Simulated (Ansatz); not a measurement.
The input, for Ansatz 0.2.0:

```yaml
crystal:
  periodic: [false, false, false]
  atoms:
    - {symbol: Si, position_ang: [0.000000, -0.035961, 1.165412]}
    - {symbol: Al, position_ang: [0.000000, -0.011793, -1.224879]}
    - {symbol: H, position_ang: [0.000000, 1.317723, 0.315431]}
basis:
  gaussian: {orbitals: 6-31G}
total_charge: 1
magnetization: {spin_polarized: false, initial_magnetization: 3}
correlation: {method: ccsdt_q, electrons: outside_noble_gas}
```

```sh
$ ansatz run in.yaml --threads 1 --pin off --events-out ev --progress --plain --max-ram 2393MiB
```

Output:

```
565 factors; integrals over basis functions are off by at most 1.9e-7 eV
mean field evaluation 1: about -14447.1672 eV, gradient 7.4e0 eV
mean field evaluation 2: about -14447.1744 eV, gradient 7.4e0 eV
mean field evaluation 4: about -14447.7156 eV, gradient 1.3e0 eV
mean field evaluation 8: about -14447.7453 eV, gradient 2.5e-1 eV
mean field evaluation 16: about -14448.4896 eV, gradient 8.7e-2 eV
mean field evaluation 32: about -14447.7352 eV, gradient 4.1e-1 eV
mean field evaluation 64: about -14448.5009 eV, gradient 6.6e-1 eV
mean field evaluation 96: about -14448.5185 eV, gradient 1.3e-1 eV
mean field evaluation 128: about -14446.0493 eV, gradient 1.9e-1 eV
mean field evaluation 160: about -14445.3015 eV, gradient 7.3e-1 eV
...
cycle  14  -2.21915694 eV  change    1.8e-4 eV  update   1.6e-4
cycle  15  -2.21928184 eV  change   -1.2e-4 eV  update   7.5e-5
cycle  16  -2.21928498 eV  change   -3.1e-6 eV  update   4.0e-5
cycle  17  -2.21928467 eV  change    3.1e-7 eV  update   2.2e-5
cycle  18  -2.21928718 eV  change   -2.5e-6 eV  update   1.1e-5
cycle  19  -2.21928591 eV  change    1.3e-6 eV  update   6.3e-6
cycle  20  -2.21928781 eV  change   -1.9e-6 eV  update   3.9e-6
cycle  21  -2.21928744 eV  change    3.8e-7 eV  update   2.1e-6
cycle  22  -2.21928825 eV  change   -8.2e-7 eV  update   9.9e-7
cycle  23  -2.21928834 eV  change   -8.7e-8 eV  update   4.4e-7
perturbative correction -0.00293364 eV, -0.0001078092 hartree
Total energy: -14450.74360214 eV, -531.0550323130 hartree
```

For the same geometry and basis full CI lies 1.0 meV lower.

Ran on 1 thread of Arm Neoverse V1, shared host: 4.4 s wall, 0.18 GiB peak host memory.
